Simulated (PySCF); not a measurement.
**C4H5O2: g tensor and hyperfine couplings**

C4H5O2 (doublet state).
Z-matrix (Å and degrees, GFN2-xTB geometry), rows numbered from 1:
```
C 
C   1  1.5128
O   2  1.2314  1  123.49
C   2  1.4035  1  114.83  3  -179.17
C   4  1.4382  2  156.14  1  -173.88
O   4  1.3304  2  140.78  1    -5.03
H   1  1.0865  2  111.02  3  -146.46
H   1  1.0893  2  109.02  3    94.05
H   1  1.0863  2  109.22  3   -24.39
H   5  1.0828  4  120.10  6   100.80
H   5  1.0829  4  120.16  6  -100.70
```

The hyperfine couplings belong to this conformer and change with its torsions.

The species is `C(C)(=O)[C]1CO1` [radical].

The calculation used UKS B3LYP, pcH-1 on C H O, non-relativistic, mean-field spin-orbit, GIAO in PySCF 2.14.0. The structure is a single GFN2-xTB conformer in the gas phase; no vibrational or solvent corrections. The geometry wasn't refined by DFT: couplings that depend on bond lengths, twists or pyramidal angles can differ widely from those at the functional's own minimum. The SCF solution wasn't tested for stability.

```
g1, g2, g3                      : 2.00205, 2.00598, 2.00726
g_iso                           : 2.00509
Form of g                       : rhombic: the two nearest values differ by 25 % of g3 − g1
⟨S²⟩                            : 0.7612 (exact 0.7500)
HOMO–LUMO gap, α and β orbitals : 6.55, 4.08 eV
Total energy                    : -305.79494 Eh
```

Isotropic coupling and dipolar principal values T1 to T3, in MHz:

```tsv
atom	isotope	a_iso	T1	T2	T3	Mulliken spin population
C1	13C	-4.4	-0.8	-0.3	1.1	0.00
C2	13C	-32.7	-4.8	-0.6	5.4	-0.06
O3	17O	-23.0	-105.0	52.2	52.8	0.33
C4	13C	55.0	-54.4	-52.9	107.3	0.61
C5	13C	-14.9	-4.0	0.3	3.7	-0.04
O6	17O	-18.3	-65.8	30.8	35.0	0.15
H7	1H	0.8	-3.1	-2.3	5.4	0.00
H8	1H	7.6	-2.5	-1.6	4.1	0.00
H9	1H	0.3	-2.2	-1.2	3.4	0.00
H10	1H	7.6	-4.7	-2.8	7.5	0.00
H11	1H	6.9	-4.8	-2.7	7.5	0.00
```

The Mulliken spin populations are largest on C4 (+0.61), O3 (+0.33) and O6 (+0.15). The angles at C4 add up to 359.7°, so it is planar.

Axes: g2 points within 9° of the C4–C5 bond and g3 points within 2° of the C2–O3 bond.

Under fast tumbling the dipolar parts average out, and these isotropic splittings remain: 2 × 1H (H10/H11, I = 1/2, 3 lines) with 0.26 mT and 3 × 1H (H7/H8/H9, I = 1/2, 4 lines) with 0.10 mT.

Class means assume fast exchange of nuclei equivalent by connectivity; if that motion is slow, each nucleus keeps its own coupling. The three 1H nuclei of mean +2.9 MHz run from 0.3 to 7.6 MHz in the frozen geometry.

The 13C coupling of C4 (55.0 MHz) shows only in satellite lines or after enrichment, since that isotope makes up about 1.07 % of natural carbon.

The 17O coupling of O3 (-23.0 MHz) shows only in satellite lines or after enrichment, since that isotope makes up about 0.038 % of natural oxygen.

The spin density at the nucleus, in bohr⁻³, is negative for C2 (-0.0291), C5 (-0.0133) and C1 (-0.0039), for instance. A restricted open-shell determinant has no negative spin density anywhere; here it arises because α and β orbitals differ (spin polarisation).
